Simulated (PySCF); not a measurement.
## Calculated NMR parameters of CC(=O)CC#N

```yaml
Formula: C4H5NO
SMILES: CC(=O)CC#N
InChI: InChI=1S/C4H5NO/c1-4(6)2-3-5/h2H2,1H3
Point_group_of_the_computed_structure: C1
Degrees_of_unsaturation: 3
Carbon_signals: 4
Proton_signals: 2
```

Atoms are numbered as in `[CH3:1][C:2](=[O:3])[CH2:4][C:5]#[N:6]`. Each H is labelled by its parent atom.

[PySCF 2.14: geometry: GFN2-xTB; σ from GIAO-PBE0/pcSseg-1; couplings computed with B3LYP/pcJ-1 (spin–dipole term only in couplings to heteroatoms); non-relativistic; isolated molecule; rapidly exchanging positions averaged; a single conformation]

References, each an isolated molecule treated in the same way: TMS for $^{1}$H (σref 31.72) and $^{13}$C (σref 186.93); NH3 for $^{15}$N (σref 267.73); $^{17}$O (σref 336.08) vs H2O.

```tsv
carbon	δC, type	δH (multiplicity, J in Hz)	HMBC from (abs. J ≥ 3 Hz)	span of the C tensor (ppm)
C1	30.0, CH3	2.54 (s)	–	56
C2	201.9, C	–	H(C4), H(C1)	208
C4	33.2, CH2	3.11 (s)	–	47
C5	120.2, C	–	H(C4)	340
```

Other nuclei:
| atoms | nucleus | environment | δ (ppm) | σ (ppm) |
| --- | --- | --- | --- | --- |
| N6 | $^{15}$N | nitrile nitrogen | 309.4 | -41.6 |
| O3 | $^{17}$O | ketone oxygen | 702.8 | -366.7 |

Selected couplings (Hz, signed; the shortest-range and largest first, 30 at most; isotopes $^{13}$C, $^{1}$H, $^{15}$N): $^{1}J$(C4,H(C4)) 141.7, $^{1}J$(C1,H(C1)) 134.9, $^{1}J$(C4,C5) 67.4, $^{1}J$(C1,C2) 46.5, $^{1}J$(C2,C4) 37.6, $^{1}J$(C5,N6) -21.4, $^{2}J$(C1,C4) 17.9, $^{2}J$(C4,N6) 3.3, $^{2}J$(C2,C5) -2.4, $^{3}J$(N6,H(C4)) -1.6.

- Carbon types of the structure: 2 × C, 1 × CH2, 1 × CH3, which accounts for all hydrogens.
- δC 201.9: ketone carbonyl carbon; low-lying n→π* states of the double bond to the heteroatom give a large paramagnetic term (-263 ppm).
- δC 120.2: nitrile carbon; C≡N carbons fall here, among the sp2 signals but without a proton.
- δC 33.2: sp3 CH2 α to a carbonyl; the adjacent C=O deshields it moderately.
- δH 3.11: hydrogen on an sp3 CH2 α to a carbonyl; α to C=O.
- δH 2.54: hydrogen on a methyl carbon α to a carbonyl; α to C=O.

Shifts are as computed. Against solution values, carbons near 30 ppm lie about +3 ppm off and those near 130 ppm about +5 ppm. Of 1211 compounds with measured shifts, 218 miss one by over three times the rms of a fit or turn the order of signals round; such compounds aren't used in these exercises. Unscaled 17O shifts of doubly bonded oxygen tend to come out too high, by tens of ppm or more. Experimental scales use liquid or dissolved standards, which lie at an offset from isolated NH3 (liquid NH3: subtract about 20 ppm) and H2O (liquid H2O: subtract about 36 ppm). Unscaled 15N shifts of sp2 nitrogen come out 20 to 40 ppm too high even then.
